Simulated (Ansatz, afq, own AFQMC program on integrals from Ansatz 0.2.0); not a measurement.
AlNH⁺, triplet in cc-pVTZ, levels against CCSDT(Q)

```yaml
atoms:
  - { symbol: Al, position_ang: [0.0000, 0.0000, 0.0508] }
  - { symbol: N, position_ang: [0.0000, 0.0000, -1.6818] }
  - { symbol: H, position_ang: [0.0000, 0.0000, 1.6309] }
```

Connectivity, by distances: AlH–N.

Basis cc-pVTZ. Only valence electrons are correlated. Integrals, coupled cluster, full CI and functionals: Ansatz 0.2.0; the random walks run on the same integrals in our own AFQMC program. ph-AFQMC/CISD is guided by a CISD state made of CCSD amplitudes; releasing the constraint for a short imaginary time cuts its bias at the price of noise, slowly where states lie close. Uncertainties: one standard error, sampling alone.

Determinant: UHF, the one that the program's search chose, which needn't be the lowest solution. The geometry is a PBE0/def2-TZVP stationary point of this or a neighbouring charge and spin state.

No full CI on the walks' own integrals is used here; CCSDT(Q) serves as the reference and is uncertain by about the last step of the cluster series.

Cautions: lower spins were not checked.

The T1 diagnostic is 0.0168. The weight of the determinant in the CISD state is 0.915. The ⟨S²⟩ of the determinant is 2.012. The size of the correlated space is 8 electrons in 72 orbitals.

Reference: CCSDT(Q), correlation energy -5.666 eV. The released energy is read at 1.50 1/Eh (meV from the phaseless value at times in 1/Eh: -3 ± 4 at 0.24, -5 ± 3 at 0.50, -16 ± 4 at 1.00, -13 ± 4 at 1.50).

| level | E − E(reference) (meV) | share of correlation (%) |
| --- | --- | --- |
| HF | 5666.5 | 0.00 |
| MP2 | 919.6 | 83.77 |
| CCSD | 198.3 | 96.50 |
| CCSD(T) | 33.1 | 99.42 |
| CCSDT | 7.7 | 99.86 |
| ph-AFQMC/CISD | 17.2 ± 4.2 | 99.70 |
| released AFQMC | 3.8 ± 3.7 | 99.93 |

A walk keeps the symmetry of its determinant, which the program's search chose and which needn't be the lowest solution, so a lower state of the same spin and another symmetry isn't excluded. Released energies are given only where the last usable release times agree within the noise; a slower fall can still hide under it.
